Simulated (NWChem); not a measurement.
Species: SiH4; SMILES [SiH4]

All runs: NWChem. Pople sets run with spherical d functions. Coordinates come from a PBE0-D3(BJ)/def2-TZVP optimisation. Static field.

Problem. Order these by “isotropic polarisability (bohr³)”, lowest first: Hartree-Fock/def2-SVP; Hartree-Fock/6-31+G*; Hartree-Fock/aug-cc-pVTZ; Hartree-Fock/6-31G*; Hartree-Fock/def2-TZVP.

Solution. Hartree-Fock/6-31G* (21.0), Hartree-Fock/6-31+G* (22.7), Hartree-Fock/def2-SVP (24.7), Hartree-Fock/def2-TZVP (27.3), Hartree-Fock/aug-cc-pVTZ (29.9)
